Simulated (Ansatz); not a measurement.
**SiBNH3 radical (SMILES B1[N][SiH2]1): single points off equilibrium**

A test off equilibrium: a structure displaced at random from a GFN2-xTB minimum is computed at several levels, and each is set against CCSD(T).

Computed with Ansatz 0.2.0, Gaussian basis. Level: single points in def2-TZVPP.

Correlated methods freeze the cores. Orbitals are unrestricted.

### 1 The system as given

SMILES `B1[N][SiH2]1`, 6 atoms, charge 0, spin multiplicity 2.

Atoms are counted from 1 here; the program's logs count them from 0.

Bond lengths: B1–N2 1.336 Å, B1–Si3 2.018 Å, B1–H4 1.112 Å, N2–Si3 1.706 Å, Si3–H5 1.434 Å, Si3–H6 1.329 Å. Angles: N2–B1–Si3 56.9°, N2–B1–H4 143.2°, Si3–B1–H4 158.9°, B1–N2–Si3 82.2°, B1–Si3–N2 41.0°, B1–Si3–H5 124.5°, B1–Si3–H6 123.1°, N2–Si3–H5 117.2°, N2–Si3–H6 117.5°, H5–Si3–H6 111.9°.

Geometry (Å):

```xyz
6
BH3NSi
B    -0.7306   -0.9727   -0.2944
N     0.6014   -0.9696   -0.1951
Si    0.3317    0.6562    0.2447
H    -1.5968   -1.5790   -0.6393
H     0.7903    1.6654   -0.6653
H     0.5504    0.9941    1.5111
```

### 2 CCSD(T)/def2-TZVPP

run/in.yaml reads:

```yaml
crystal:
  periodic: [false, false, false]
  atoms:
    - {symbol: B, position_ang: [-0.730600, -0.972700, -0.294400]}
    - {symbol: N, position_ang: [0.601400, -0.969600, -0.195100]}
    - {symbol: Si, position_ang: [0.331700, 0.656200, 0.244700]}
    - {symbol: H, position_ang: [-1.596800, -1.579000, -0.639300]}
    - {symbol: H, position_ang: [0.790300, 1.665400, -0.665300]}
    - {symbol: H, position_ang: [0.550400, 0.994100, 1.511100]}
basis:
  gaussian: {orbitals: def2-TZVPP}
magnetization: {spin_polarized: true, initial_magnetization: 1}
correlation: {method: ccsd_t}
scf: {omitted_lower_state_checks: [cluster_reference]}
output: {forces: true}
```

No record of the launch command was kept for these runs.

### 3 PBE0-D4/def2-TZVPP

run/in.yaml, as its differences from that of step 2:

```diff
@@ -12,4 +12,3 @@
 magnetization: {spin_polarized: true, initial_magnetization: 1}
-correlation: {method: ccsd_t}
-scf: {omitted_lower_state_checks: [cluster_reference]}
-output: {forces: true}
+hamiltonian: {xc: pbe0, dispersion: d4}
+output: {forces: true, orbitals: {seedname: orbitals}}
```

### 4 wB97M-V/def2-TZVPP

run/in.yaml, as its differences from that of step 3:

```diff
@@ -12,3 +12,3 @@
 magnetization: {spin_polarized: true, initial_magnetization: 1}
-hamiltonian: {xc: pbe0, dispersion: d4}
-output: {forces: true, orbitals: {seedname: orbitals}}
+hamiltonian: {xc: {name: wB97M-V}}
+output: {forces: true}
```

### 5 r2SCAN-D4/def2-TZVPP

run/in.yaml, as its differences from that of step 4:

```diff
@@ -12,3 +12,3 @@
 magnetization: {spin_polarized: true, initial_magnetization: 1}
-hamiltonian: {xc: {name: wB97M-V}}
+hamiltonian: {xc: r2scan, dispersion: d4}
 output: {forces: true}
```

### 6 PBE-D4/def2-TZVPP

run/in.yaml, as its differences from that of step 5:

```diff
@@ -12,3 +12,3 @@
 magnetization: {spin_polarized: true, initial_magnetization: 1}
-hamiltonian: {xc: r2scan, dispersion: d4}
+hamiltonian: {xc: pbe, dispersion: d4}
 output: {forces: true}
```

### 7 HSE06-D4/def2-TZVPP

run/in.yaml, as its differences from that of step 6:

```diff
@@ -12,3 +12,3 @@
 magnetization: {spin_polarized: true, initial_magnetization: 1}
-hamiltonian: {xc: pbe, dispersion: d4}
+hamiltonian: {xc: hse06, dispersion: d4}
 output: {forces: true}
```

### 8 B97M-V/def2-TZVPP

run/in.yaml, as its differences from that of step 7:

```diff
@@ -12,3 +12,3 @@
 magnetization: {spin_polarized: true, initial_magnetization: 1}
-hamiltonian: {xc: hse06, dispersion: d4}
+hamiltonian: {xc: {name: B97M-V}}
 output: {forces: true}
```

(Steps that only read results are left out.)

**Question.** What will these runs give? Wanted: energy less free atoms, CCSD(T)/def2-TZVPP; RMS force component; RMS force error; HOMO and LUMO, PBE0-D4; T1 diagnostic.

**Answer**, as computed:

```
                                  quantity                                                                                           value
energy less free atoms, CCSD(T)/def2-TZVPP                                                                                 -443.4 kcal/mol
                       RMS force component                                                            1.336 to 1.465 eV/Å over the methods
                           RMS force error  PBE0-D4 0.257, wB97M-V 0.254, r2SCAN-D4 0.183, PBE-D4 0.128, HSE06-D4 0.252, B97M-V 0.249 eV/Å
                    HOMO and LUMO, PBE0-D4                                                                              -6.45 and -3.11 eV
                             T1 diagnostic                                                                                           0.021
```

**Reading.** Against CCSD(T) the functionals' energies less atoms differ by -29.9 to -19.0 kcal/mol, PBE-D4 by -29.9 kcal/mol. CCSD(T) in triple zeta still lacks some correlation energy of the bonds, so part of these gaps is its own basis error and they don't rank the functionals. The forces of PBE-D4 come nearest to CCSD(T), those of PBE0-D4 are farthest. Frozen-core CCSD(T) forces in triple zeta carry basis errors of their own, and this is one geometry, so small gaps rank nothing.
